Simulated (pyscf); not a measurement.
Homolytic dissociation enthalpies at 298 K of Br–Si, Cl–Si, Cl–Sn, I–Si bonds in 8 gas-phase molecules, in kcal/mol. Optimised with ωB97X-D3(BJ)/def2-SVP in PySCF. Correlated levels are frozen-core, on RHF or UHF. ΔMP2 is the change of the MP2 total energy from the triple- to the quadruple-zeta basis. Both columns use the same structures and thermal terms. Rows were drawn at random from the closed-shell molecules with such a bond whose radicals are computed, keep their shape and have no isomer in the data more than 5 kcal/mol lower.

| row | molecule | radicals | r²SCAN/def2-TZVP | CCSD(T)/def2-TZVPP + ΔMP2(QZVPP) |
|---|---|---|---|---|
| 1 | HO–SiH₂–Br | HO–SiH₂• + Br• | 98.8 | 101.4 |
| 2 | HO–Si(OH)(OH)–Cl | HO–Si•(OH)–OH + Cl• | 116.9 | 119.1 |
| 3 | H₃Si–O–SiH₂–Cl | •H₂Si–O–SiH₃ + Cl• | 112.3 | 114.4 |
| 4 | F–SnH(F)–Cl | F–SnH•–F + Cl• | 86.6 | 90.1 |
| 5 | H₂N–Si(Cl)(Cl)–Cl | H₂N–Si•(Cl)–Cl + Cl• | 108.3 | 111.3 |
| 6 | F–Si(F)(F)–Br | F–Si•(F)–F + Br• | 101.1 | ? |
| 7 | Cl–SiH₂–SiH₂–Cl | Cl• + •H₂Si–SiH₂–Cl | 103.1 | 104.9 |
| 8 | H₃Si–I | SiH₃• + I• | 77.2 | 80.7 |

**Question.** Fit a line that carries the r²SCAN values to the last column and predict row 6.

**Answer.** In the 7 complete rows the last column lies 1.8 to 3.5 kcal/mol from r²SCAN (mean 2.7, median 2.6). Least squares gives y = 6.7 + 0.96·x with residuals of 0.4 kcal/mol (root mean square). For row 6: 6.7 + 0.96 × 101.1 = 103.8 kcal/mol. The computed value is 104.1 kcal/mol, 0.3 over the line. The CCSD(T) − MP2 part came from Ansatz, without density fitting, on the same reference. The frozen core leaves the outer d or s,p core shells of the metals and heavy elements correlated in the MP2 and CC values, and def2-TZVPP describes them poorly, which can shift differences by a few kcal/mol. Left out: the spin-orbit lowering of Br, Cl, I, which is large for Br, Se, Te and I. Elements up to Kr have no core potential and no relativistic terms here. Elements past Kr carry the def2 core potentials, without spin-orbit coupling.
